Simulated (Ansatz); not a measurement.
# Basis-set limit of BH2, doublet

```xyz
3

B    -0.4813    0.4537    1.9605
H    -0.8558    1.5825    2.1540
H    -0.3932   -0.4604    2.7403
```

Ansatz 0.2.0, UHF determinant, valence electrons correlated. Energies in eV.

| set | X | functions | Hartree–Fock | MP2 correlation | CCSD(T) correlation | time |
| --- | --- | --- | --- | --- | --- | --- |
| def2-TZVPP | 3 | 59 | -700.9773 | -2.2380 | -2.7990 | 18 s on 1 × NVIDIA H100 80GB HBM3 with 1 thread of AMD EPYC 7R13 Processor (Zen 3), on a shared host |
| def2-QZVPP | 4 | 117 | -701.0146 | -2.3816 | -2.9098 | 18 s on 1 × NVIDIA H100 80GB HBM3 with 1 thread of AMD EPYC 7R13 Processor (Zen 3) (shared host) |

Hartree–Fock is taken to follow E(X) = E∞ + A·exp(−7.88·√X), correlation E(X) = E∞ + B·X^−2.97.

Task: Work out the CCSD(T) energy at the limit, and how far the shortcut misses it that extrapolates MP2 and adds CCSD(T) minus MP2 from the smaller set.

Result: Hartree–Fock: E∞ = E4 + 0.1377·(E4 − E3) = -701.0197. Correlation: E∞ = E4 + 0.7407·(E4 − E3) = -2.9919 for CCSD(T) and -2.4880 for MP2. The limit is -704.0116 eV, 0.087 eV below def2-QZVPP. The shortcut gives a correlation energy of -2.4880 + (-0.5610) = -3.0490, 57 meV lower than the direct value.
